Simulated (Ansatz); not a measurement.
# How far each method lies from UCCSDT(Q) for [CH₃···H···F], doublet

Geometry: a point of a hydrogen-transfer path between rigid fragments, not a stationary point.

```xyz
6

C    -1.4072    0.0000    0.0000
H    -1.7704    1.0273    0.0000
H    -1.7704   -0.5137    0.8897
H    -1.7704   -0.5137   -0.8897
H     0.2578    0.0000    0.0000
F     1.1578    0.0000    0.0000
```

Basis cc-pVDZ; Ansatz 0.2.0. Only valence electrons are correlated (noble-gas cores frozen), which leaves 15 electrons in 46 orbitals. Prefix R: restricted or restricted open-shell reference; prefix U: unrestricted. Active spaces: pair = (3e, 3o) about the gap; valence = (15e, 12o) chosen from the atoms' valence shells.

Full CI isn't at hand for all of this; UCCSDT(Q) serves as the reference, and is uncertain by about the last step of the cluster series. The frozen core follows each run's orbitals, which can shift R against U totals by a few meV.

For open shells CISD is restricted-active-space CI with the open shells as a complete middle space.

- UHF ⟨S²⟩: 0.759
- T1 diagnostic (RCCSD): 0.0121
- largest doubles amplitude (RCCSD): 0.035
- T1 diagnostic (UCCSD): 0.0082

```json
{"level": "UHF", "E − E(RHF) (eV)": "-0.0891"}
{"level": "RMP2", "E − E(RHF) (eV)": "-9.1463"}
{"level": "UMP2", "E − E(RHF) (eV)": "-9.1462"}
{"level": "RCCSD", "E − E(RHF) (eV)": "-9.8870"}
{"level": "UCCSD", "E − E(RHF) (eV)": "-9.8883"}
{"level": "RCCSD(T)", "E − E(RHF) (eV)": "-10.0303"}
{"level": "UCCSD(T)", "E − E(RHF) (eV)": "-10.0304"}
```

(1) Estimate how far UCCSDT(Q) in cc-pVDZ lies from RCCSD(T). The table doesn't fix it; the size of (T) and the diagnostics are the guide.

(1) UCCSDT(Q) in cc-pVDZ lies 2.8 kJ/mol below RCCSD(T), which is 20 % of the (T) step (-13.8 kJ/mol). The diagnostics are small and one determinant leads, so the series closes fast and only a small part of (T) is left.

The other levels:

```
                   level  E − E(UCCSDT(Q)) (kJ/mol)  share of correlation (%)    wall time
                    CISD                       88.2                     90.91        5.5 s
                 BCCD(T)                        2.8                     99.72        1.8 s
                  RCCSDT                        1.4                     99.86            –
                  UCCSDT                        1.4                     99.86            –
               RCCSDT(Q)                        0.1                     99.99  11 s (H100)
     CASSCF (pair space)                      928.4                      4.35            –
     NEVPT2 (pair space)                       89.4                     90.79       0.52 s
     MRCISD (pair space)                       80.6                     91.69            –
   MRCISD+Q (pair space)                        9.6                     99.01   8 s (H100)
  CASSCF (valence space)                      753.9                     22.33            –
  NEVPT2 (valence space)                      120.3                     87.60  35 s (H100)
  MRCISD (valence space)                       51.6                     94.68            –
MRCISD+Q (valence space)                        6.5                     99.33  74 s (H100)
```

The correlation energy at UCCSDT(Q), counted from RHF, is -10.060 eV. That run took 9.5 s on 2 threads of AMD EPYC 7R13 with a shared H100 80 GB, shared host.

Times hold each run's SCF and search for its determinant on a shared host, so for small cases they say little of a method's own cost; rows without a card ran on 1 thread of AMD EPYC 7R13.

Natural occupations of CASSCF (valence space) about the gap: 1.984 1.982 1.977 1.977 1.001 0.021 0.021 0.020 0.017; effectively unpaired electrons, Σ n²(2−n)², 1.01.
